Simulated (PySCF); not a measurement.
# C3H5F (allyl fluoride): the cost of one run

Programs: PySCF 2.14.0, with routines of our own; each step states its level. All values are computed. Atoms count from 0.

## 1. The starting structure

9 atoms, charge 0, multiplicity 1; geometry from: GFN2-xTB.

## 2. Geometry optimisation at PBE0-D3(BJ)/def2-TZVP

What the job is given:

```
{"job": {"xc": "PBE0", "basis": "def2-TZVP", "d3": "d3bj", "grid": 2, "kind": "geom"}, "charge": 0, "multiplicity": 1}
C      1.299076     0.332224     0.342917
C      0.342247    -0.069459    -0.470816
C     -1.095832    -0.221905    -0.088312
F     -1.327253     0.111748     1.221405
H      1.093509     0.584299     1.369514
H      2.319527     0.424559     0.015270
H      0.539740    -0.325086    -1.502778
H     -1.732488     0.431360    -0.698931
H     -1.424964    -1.261747    -0.213447
```

On the command line:

```
> OMP_NUM_THREADS=1 python excited_run.py task.json out
```

The driver reads the jobs from task.json and runs them one after another.

Q: Estimate the wall time and peak memory of this first job on 1 thread of Arm Neoverse V1, shared host.

About 40 s, with a peak of 0.65 GiB.
